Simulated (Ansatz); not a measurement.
# BFH4O (built from SMILES BF.O): a barrier at many levels of theory

How high is the barrier of this step (B1–O6 tightened, F2–H5 formed, B1–F2 broken, H5–O6 broken), and how far do cheaper methods land from CCSD(T)?

Program: Ansatz 0.2.0, Gaussian basis. Level of theory: single points in def2-TZVPP on PBE0-D4/def2-TZVP structures. These are calculated values, not measurements.

Levels: SPW92, PBE-D4, BLYP-D4, r2SCAN-D4, B97M-V, PBE0-D4, B3LYP-D4, r2SCAN0-D4, BHLYP-D4, CAM-B3LYP-D4, wB97X-V, wB97M-V, B2PLYP, PBE-QIDH, RPA on PBE, Hartree-Fock, MP2, CCSD, CCSD(T). The reference is CCSD(T) at the basis limit, from triple and quadruple zeta. Zero-point energies come from PBE0-D4 vibrations.

Correlated methods freeze the cores. B3LYP uses VWN-RPA correlation. B2PLYP carries no dispersion term here.

80 further runs of the same task are left out: 80 set aside as unsound or not needed.

### 1 The three structures

Charge 0, multiplicity 1. The folders r, ts and p hold the start, the saddle and the end; their coordinates stand in the first inputs.

```
 pair  r (Å)  ts (Å)  p (Å)
B1–O6  1.717   1.498  1.357
F2–H5  2.574   1.099  0.936
B1–F2  1.377   1.666  3.664
H5–O6  0.966   1.294  1.717
```

### 2 SPW92/def2-TZVPP

Input file r/in.yaml:

```yaml
crystal:
  periodic: [false, false, false]
  atoms:
    - {symbol: B, position_ang: [0.020921, -0.277663, -0.680667]}
    - {symbol: F, position_ang: [-0.902444, -1.222351, -0.291107]}
    - {symbol: H, position_ang: [1.139957, -0.695703, -0.851978]}
    - {symbol: H, position_ang: [-0.402265, 0.577791, -1.419205]}
    - {symbol: H, position_ang: [0.527937, 0.019638, 1.452300]}
    - {symbol: O, position_ang: [0.239440, 0.629042, 0.761070]}
    - {symbol: H, position_ang: [-0.623445, 0.969245, 1.029587]}
basis:
  gaussian: {orbitals: def2-TZVPP}
hamiltonian: {xc: lda}
```

Input file ts/in.yaml:

```yaml
crystal:
  periodic: [false, false, false]
  atoms:
    - {symbol: B, position_ang: [0.167817, -0.050497, -0.576139]}
    - {symbol: F, position_ang: [-0.614582, -1.277274, 0.235501]}
    - {symbol: H, position_ang: [1.148999, -0.545580, -1.038052]}
    - {symbol: H, position_ang: [-0.643786, 0.497185, -1.263831]}
    - {symbol: H, position_ang: [-0.267632, -0.532067, 0.964482]}
    - {symbol: O, position_ang: [0.384102, 0.569222, 0.770700]}
    - {symbol: H, position_ang: [-0.174818, 1.339010, 0.907339]}
basis:
  gaussian: {orbitals: def2-TZVPP}
hamiltonian: {xc: lda}
```

Input file p/in.yaml:

```yaml
crystal:
  periodic: [false, false, false]
  atoms:
    - {symbol: B, position_ang: [0.411562, 0.481249, -0.930117]}
    - {symbol: F, position_ang: [-0.553393, -1.881714, 1.699214]}
    - {symbol: H, position_ang: [0.876439, -0.500199, -1.421572]}
    - {symbol: H, position_ang: [0.465054, 1.567619, -1.429752]}
    - {symbol: H, position_ang: [-0.416972, -1.119388, 1.173834]}
    - {symbol: O, position_ang: [-0.208211, 0.323123, 0.266863]}
    - {symbol: H, position_ang: [-0.574377, 1.129310, 0.641531]}
basis:
  gaussian: {orbitals: def2-TZVPP}
hamiltonian: {xc: lda}
```

One command serves all of them, each in its own folder.

Command:

```bash
$ ansatz run in.yaml --threads 2 --pin off --events-out ev --progress --plain --max-ram 4352MiB
```

Further steps of the session: PBE-D4/def2-TZVPP; BLYP-D4/def2-TZVPP; r2SCAN-D4/def2-TZVPP; B97M-V/def2-TZVPP; PBE0-D4/def2-TZVPP; B3LYP-D4/def2-TZVPP; r2SCAN0-D4/def2-TZVPP; BHLYP-D4/def2-TZVPP; CAM-B3LYP-D4/def2-TZVPP; wB97X-V/def2-TZVPP; wB97M-V/def2-TZVPP; B2PLYP/def2-TZVPP; PBE-QIDH/def2-TZVPP; RPA on PBE/def2-TZVPP; CCSD(T)/def2-TZVPP; MP2/def2-QZVPP; Vibrations of the start structure; Vibrations of the end structure.

**Question.** What will these runs give? Wanted: barrier, CCSD(T)/CBS; reverse barrier, CCSD(T)/CBS; step energy, CCSD(T)/CBS; barrier with zero-point energy; step energy with zero-point energy; imaginary mode at the saddle; largest T1 diagnostic.

**Answer**, as computed:

```
                          quantity          value
              barrier, CCSD(T)/CBS  22.2 kcal/mol
      reverse barrier, CCSD(T)/CBS  20.5 kcal/mol
          step energy, CCSD(T)/CBS  +1.7 kcal/mol
    barrier with zero-point energy  19.9 kcal/mol
step energy with zero-point energy  +0.3 kcal/mol
      imaginary mode at the saddle      851i cm⁻¹
             largest T1 diagnostic          0.012
```

**Reading.** The functionals run from PBE-QIDH, off by -0.4 kcal/mol, to SPW92, off by -8.1 kcal/mol, against CCSD(T)/CBS. r2SCAN0-D4 is as near within the digits shown. By rung, the mean size of the error is: LDA 8.1, GGA 3.5, meta-GGA 1.9, hybrid 1.3, range-separated hybrid 0.8, double hybrid 0.4 kcal/mol. PBE-D4 gives a barrier 4.5 kcal/mol too low, outside chemical accuracy (1 kcal/mol). The barrier rises with the share of exact exchange, from BLYP-D4 through B3LYP-D4 to BHLYP-D4 (-2.5, -0.6, +2.5 kcal/mol). Hartree-Fock, with no correlation, is off by +8.9 kcal/mol. Zero-point motion lowers the barrier by 2.3 kcal/mol.
